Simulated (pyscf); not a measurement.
# Four-centre exchange: H₂B–NH₂ + SiH₄ → H₂B–SiH₃ + NH₃

Gas phase, singlet surface, charge 0. Bonds broken: B1–N2, Si7–H8. Bonds formed: B1–Si7, N2–H8. Structures and frequencies: ωB97X-D3(BJ)/def2-SVP in PySCF. MP2 and CC: frozen core, UHF for open shells. ΔMP2 is the change of the MP2 total energy from the triple- to the quadruple-zeta basis.

Transition state (Å):

```xyz
11

B     -0.1823     0.3880    -0.0251
N      1.1767     0.1315     0.7461
H     -0.6153     1.5168     0.0790
H     -0.2620    -0.1637    -1.1029
H      1.8672    -0.4401     0.2731
H      1.5805     0.9239     1.2321
Si    -1.8452    -0.6527     0.9571
H     -0.0426    -0.3796     1.1084
H     -2.2463    -0.2005     2.3261
H     -1.8361    -2.1492     0.9552
H     -2.8653    -0.1803    -0.0196
```

One imaginary mode, 1477i cm⁻¹; descent along it reached the two sides named, in the forms told below.

| bond | change | reactant side (Å) | saddle | product side |
|---|---|---|---|---|
| B1–N2 | breaks | 1.393 | 1.584 | 1.673 |
| Si7–H8 | breaks | 1.490 | 1.829 | 2.9 |
| B1–Si7 | forms | 3.8 | 2.194 | 2.022 |
| N2–H8 | forms | 3.4 | 1.371 | 1.022 |

Electronic energies relative to the separated reactants (eV):

```tsv
level	barrier	reaction energy	reverse barrier
ωB97X-D3(BJ)/def2-TZVP	1.97	+1.73	0.25
PBE/def2-TZVP	1.67	+1.78	-0.11
r²SCAN/def2-TZVP	1.82	+1.81	0.01
B3LYP-D3(BJ)/def2-TZVP	2.08	+1.84	0.23
PBE0-D3(BJ)/def2-TZVP	1.74	+1.77	-0.03
M06-2X/def2-TZVP	2.05	+1.86	0.19
ωB97M-D3(BJ)/def2-TZVP	2.06	+1.85	0.21
HF/def2-TZVP	3.07	+1.81	1.26
MP2/def2-QZVPP	2.02	+1.82	0.21
CCSD/def2-TZVPP	2.26	+1.75	0.50
CCSD(T)/def2-TZVPP	2.12	+1.77	0.36
CCSD(T)/def2-TZVPP + ΔMP2(QZVPP)	2.10	+1.75	0.35
```

With CCSD(T)/def2-TZVPP + ΔMP2(QZVPP) energies and thermal terms (ideal gas, 1 atm, RRHO with modes under 100 cm⁻¹ raised to 100, one conformer, R ln 2 for chiral ones without a mode under 150 cm⁻¹), in eV:

```json
[
 {"T (K)": "298", "ΔH‡": "2.08", "ΔG‡": "2.47", "ΔH": "+1.75", "ΔG": "+1.65"},
 {"T (K)": "600", "ΔH‡": "2.10", "ΔG‡": "2.85", "ΔH": "+1.78", "ΔG": "+1.54"},
 {"T (K)": "900", "ΔH‡": "2.14", "ΔG‡": "3.22", "ΔH": "+1.79", "ΔG": "+1.42"},
 {"T (K)": "1200", "ΔH‡": "2.17", "ΔG‡": "3.58", "ΔH": "+1.79", "ΔG": "+1.30"}
]
```

On the product side the descent ends in an adduct with a B–N contact, 1.47 eV under the separated species and 1.71 eV under the saddle at ωB97X-D3(BJ)/def2-TZVP. At PBE, PBE0-D3(BJ) the saddle lies under the separated products, which points to a path from their complex (located at ωB97X-D3(BJ) alone), and parting the products costs more than the saddle. What is counted as broken (B–N) persists as a longer contact in the product adduct; parting that adduct is a step of its own. The same reactants have a lower exit, to BH₃ + H₂N–SiH₃ (highest point, the separated products, at +1.20 eV at ωB97M-D3(BJ)/def2-TZVP, against +2.06 eV here). This is the saddle that the search found; another between the same sides may lie lower. The CCSD(T) − MP2 part came from Ansatz, without density fitting, on the same reference.
